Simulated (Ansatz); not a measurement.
Coupled-cluster run, `O=BF`.

```yaml
crystal:
  periodic: [false, false, false]
  atoms:
    - {symbol: O, position_ang: [0.983135, -0.565126, 0.479935]}
    - {symbol: B, position_ang: [0.020267, -0.011649, 0.009893]}
    - {symbol: F, position_ang: [-1.003402, 0.576784, -0.489828]}
basis:
  gaussian: {orbitals: cc-pV(D+d)Z}
correlation: {method: ccsd_t}
```

```sh
$ ansatz run in.yaml --threads 2 --pin off --events-out ev --progress --plain
```

The program prints (abridged):

```
Functional definition: HF
387 factors; integrals over basis functions are off by at most 7.9e-4 eV
mean field evaluation 1: about -5413.9597 eV, gradient 4.1e1 eV
mean field evaluation 2: about -5413.9625 eV, gradient 4.1e1 eV
mean field evaluation 4: about -5417.2858 eV, gradient 2.7e0 eV
mean field evaluation 8: about -5417.3198 eV, gradient 1.0e-1 eV
mean field evaluation 16: about -5417.3086 eV, gradient 1.4e0 eV
mean field -5417.31985966 eV, -199.0828328513 hartree, gradient 1.8e-6 eV, S^2 0.000000; 0 other end points of the search recorded, 0 dependent functions left out
3 core orbitals not correlated: weight in the atoms' cores, before any rotation towards them, 1.000 or more for the frozen orbitals, at most 0.000 for the correlated occupied ones
reference -5417.31985966 eV, -199.0828328513 hartree; 8, 8 occupied and 31, 31 virtual orbitals, 387 factors
second order -12.15787803 eV of doubles, -0.00000000 eV of singles
cycle   1  -11.81650680 eV  change    3.4e-1 eV  update   9.8e-2
cycle   2  -12.12994149 eV  change   -3.1e-1 eV  update   2.9e-2
cycle   3  -12.21680376 eV  change   -8.7e-2 eV  update   1.5e-2
cycle   4  -12.20842622 eV  change    8.4e-3 eV  update   2.3e-3
cycle   5  -12.20658076 eV  change    1.8e-3 eV  update   7.6e-4
cycle   6  -12.20696646 eV  change   -3.9e-4 eV  update   2.0e-4
cycle   7  -12.20700117 eV  change   -3.5e-5 eV  update   5.2e-5
cycle   8  -12.20698360 eV  change    1.8e-5 eV  update   1.2e-5
perturbative correction -0.31670142 eV, -0.0116385624 hartree
Total energy: -5429.84354468 eV, -199.5430697868 hartree
```

It took 0.5 s on 2 threads of a server CPU on a shared host, with 0.12 GiB of host memory at the peak.

Correlation energy per correlated electron: -0.783 eV. T1 diagnostic: 0.0172.
